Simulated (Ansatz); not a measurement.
Input file:

```yaml
crystal:
  periodic: [false, false, false]
  atoms:
    - {symbol: B, position_ang: [0.000000, -0.129199, 0.007198]}
    - {symbol: H, position_ang: [0.000000, 0.729982, -1.053478]}
    - {symbol: H, position_ang: [0.000000, 0.655783, 0.976274]}
basis:
  gaussian: {orbitals: 6-31G, point_charges: [{charge: 1.00, position_ang: [4.833, -0.992, 0.143]}]}
total_charge: -1
magnetization: {spin_polarized: true, initial_magnetization: 0}
hamiltonian: {xc: {name: PBE}}
correlation: {method: ccsdt_q_b, electrons: all}
scf: {lower_state_search: off}
output: {forces: true}
```

```sh
$ ansatz run in.yaml --threads 1 --pin off --events-out ev --progress --plain --max-ram 2393MiB
```

Output:

```
these checks for a lower state are left out or cut short: starts, cluster_reference, orbital_swaps, neighbouring_geometries, increment
290 factors; integrals over basis functions are off by at most 7.2e-8 eV
mean field evaluation 1: about -705.4863 eV, gradient 3.1e0 eV
mean field evaluation 2: about -705.4779 eV, gradient 3.1e0 eV
mean field evaluation 4: about -704.9918 eV, gradient 4.1e0 eV
mean field evaluation 8: about -705.5859 eV, gradient 6.1e-2 eV
mean field evaluation 16: about -705.5859 eV, gradient 3.0e-6 eV
mean field -705.87918606 eV, -25.9405816256 hartree, gradient 1.5e-6 eV, S^2 0.669288; 1 other end points of the search recorded, 0 dependent functions left out
reference -701.37820019 eV, -25.7751734457 hartree; 4, 4 occupied and 9, 9 virtual orbitals, 290 factors
second order -1.33102548 eV of doubles, -0.07870223 eV of singles
cycle   1  -1.69154330 eV  change   -2.9e-1 eV  update   4.6e-2
cycle   2  -1.85678732 eV  change   -1.7e-1 eV  update   2.2e-2
cycle   3  -1.87657298 eV  change   -2.0e-2 eV  update   1.1e-2
cycle   4  -1.88109530 eV  change   -4.5e-3 eV  update   8.5e-3
cycle   5  -1.88211872 eV  change   -1.0e-3 eV  update   8.2e-3
...
cycle  17  -1.77598113 eV  change   -2.0e-3 eV  update   9.0e-4
cycle  18  -1.77535832 eV  change    6.2e-4 eV  update   2.1e-4
cycle  19  -1.77594968 eV  change   -5.9e-4 eV  update   2.0e-4
cycle  20  -1.77578235 eV  change    1.7e-4 eV  update   4.4e-5
cycle  21  -1.77584060 eV  change   -5.8e-5 eV  update   3.7e-5
cycle  22  -1.77583672 eV  change    3.9e-6 eV  update   6.0e-6
cycle  23  -1.77583879 eV  change   -2.1e-6 eV  update   3.2e-6
cycle  24  -1.77583927 eV  change   -4.8e-7 eV  update   1.5e-6
cycle  25  -1.77583941 eV  change   -1.3e-7 eV  update   7.0e-7
perturbative correction -0.00201319 eV, -0.0000739833 hartree
the calculation of the forces begins
mean field evaluation 32: about -705.8792 eV, gradient 1.5e-6 eV
Total energy: -703.15605278 eV, -25.8405083234 hartree
Atom 0 at     0.000000    -0.129199     0.007198 Å, force     0.832711    -0.405747    -1.141621 eV/Å
Atom 1 at     0.000000     0.729982    -1.053478 Å, force    -0.108403    -0.315973     0.705820 eV/Å
Atom 2 at     0.000000     0.655783     0.976274 Å, force    -0.150926     0.663143     0.458384 eV/Å
Dipole moment:    -0.125542     0.396259     0.059061 e Å
Checks for a lower state left out: starts, cluster_reference, orbital_swaps, neighbouring_geometries, increment
```

Forces (eV/Å):
```
B    0.833 -0.406 -1.142
H   -0.108 -0.316  0.706
H   -0.151  0.663  0.458
```

Ran on 1 thread of Arm Neoverse V1, shared host: 8 s wall, 0.14 GiB peak host memory.
